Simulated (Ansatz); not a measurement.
A calculation with Ansatz (development build ahead of 0.2.0).

```yaml
crystal:
  periodic: [false, false, false]
  atoms:
    - { symbol: C, position_ang: [0.78743, 1.0e-05, -0.0001] }
    - { symbol: C, position_ang: [-0.39371, 0.6819, 8.0e-05] }
    - { symbol: C, position_ang: [-0.39382, -0.68198, -5.0e-05] }
    - { symbol: H, position_ang: [1.88148, -3.0e-05, 0.0001] }
    - { symbol: H, position_ang: [-0.94081, 1.62945, 6.0e-05] }
    - { symbol: H, position_ang: [-0.94082, -1.62939, -6.0e-05] }
basis:
  gaussian: { orbitals: cc-pVDZ }
total_charge: 1
hamiltonian:
  xc: hf
correlation:
  method: mp2
  frozen_orbitals: { C: 1, H: 0 }
```

The input is written out in the form of the current development build from the run's settings.

Results

| Quantity | Value |
| --- | --- |
| Converged | yes |
| Reference energy | -115.01392 hartree |
| Correlation energy | -0.34684 hartree |
| Total energy | -115.36077 hartree |
| Spin squared of the determinant | 0.000 |
